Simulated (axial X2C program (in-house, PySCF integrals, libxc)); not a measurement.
# Linear HBH⁺ at several levels

An exercise on one series of results from a longer session: the logs are not shown, and one member is left open.

Program: an in-house X2C program for linear molecules on PySCF integrals. Level of theory: all-electron X2C, two-component (2c) or spin-free, H dyall-v3z, B dyall-v3z. These are calculated values, not measurements.

All values are calculated.

1 further run of the same task is left out (set aside as unsound or not needed).

The first run:

task.json reads:

```json
{"zs": [1, 5, 1], "q": 1, "bas": ["dyall-v3z", "dyall-v3z", "dyall-v3z"], "r0": [1.17, 1.17], "symm": 1, "scan": ["PBE0", "HF", "BHandHLYP"], "levels": ["PBE0", "HF", "TPSSh"], "nst": 2}
```

Keys: zs atomic numbers; q charge; bas basis sets; r0 starting distance in Å; symm equal bonds; scan levels of the two-bond scan (MP2 follows by itself at each HF point); levels methods; nst determinants followed.

The run is started by

```
$ python solin.py task.json out
```

Masses H 1.008, B 11.009, H 1.008 u.

Among the steps run: Scan at PBE0, 2c; Scan at HF, 2c; Scan at BHandHLYP, 2c.

One table of the session follows, with a row left open; its other results are not shown here.

| level | r(H–B) (Å) | r(B–H) (Å) | lower stretch (cm⁻¹) | upper stretch (cm⁻¹) |
| --- | --- | --- | --- | --- |
| PBE0, 2c | 1.178 | 1.178 | 2658.0 | 2945.1 |
| HF, 2c | 1.166 | 1.166 | 2776.8 | 3060.0 |
| BHandHLYP, 2c | ? | ? | ? | ? |
| MP2, 2c | 1.171 | 1.171 | 2725.5 | 3011.0 |
| PBE0, spin-free | 1.178 | 1.178 | 2658.1 | 2945.1 |
| HF, spin-free | 1.166 | 1.166 | 2776.9 | 3060.0 |
| BHandHLYP, spin-free | 1.166 | 1.166 | 2732.6 | 3018.2 |
| MP2, spin-free | 1.170 | 1.170 | 2725.5 | 3011.1 |

Estimate the missing values for BHandHLYP, 2c.

As computed: r(H–B) (Å): 1.166; r(B–H) (Å): 1.166; lower stretch (cm⁻¹): 2732.5; upper stretch (cm⁻¹): 3018.2.

Scans not shown above were run alike.

What this shows: Over the levels the H–B bond spans 1.166 to 1.178 Å and the B–H bond 1.166 to 1.178 Å. At PBE0 spin–orbit coupling leaves both bonds unchanged to 0.001 Å. Each state is one determinant, the lowest of a limited PBE0 search; the stretches come from a fit to few points and are good to some per cent at best. MP2 freezes inner shells (threshold -2 hartree). The molecule was held linear; bending was not examined, so a bent shape may lie lower.
